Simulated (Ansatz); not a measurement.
We consider zinc-blende MgTe (metastable phase), described by B3LYP (VWN-RPA form) (PAW; Ansatz, an electronic-structure program).

Numerical settings: plane-wave cutoff 460 eV, 8×8×8 k mesh, Fermi–Dirac smearing 0.01 eV, scalar-relativistic PAW data made under PBE.

The direct gap at Γ against volume; x = 100 ln(V/34.657 Å³). One gap is withheld.

```tsv
V (Å³/atom)	x	gap (eV)
32.924	-5.13	3.814
33.531	-3.30	3.719
34.657	0.00	3.550
35.523	2.47	3.426
36.390	4.88	?
```

**Question.** Fit a straight line to the rows shown, give the volume deformation potential and predict the withheld gap.

**Answer.** Means of the 4 rows: x̄ = -1.490, ȳ = 3.6272 eV. Σ(x − x̄)(y − ȳ) = -1.7579 and Σ(x − x̄)² = 34.427, so the slope is -0.0511 eV per unit of x, and dE_g/d ln V = -5.1 eV. At x = 4.88: 3.6272 + (-0.0511) × (4.88 − (-1.490)) = 3.302 eV. The run gives 3.308 eV, 0.006 eV above the line, as the curve bends the same way over all rows.

Measured, for comparison: band gap 3.67 eV (2 K, zero-point motion not removed; as tabulated in arXiv:1206.3780).

Spin–orbit coupling is not included; with these elements it can move the gap by several tenths of an eV or more.
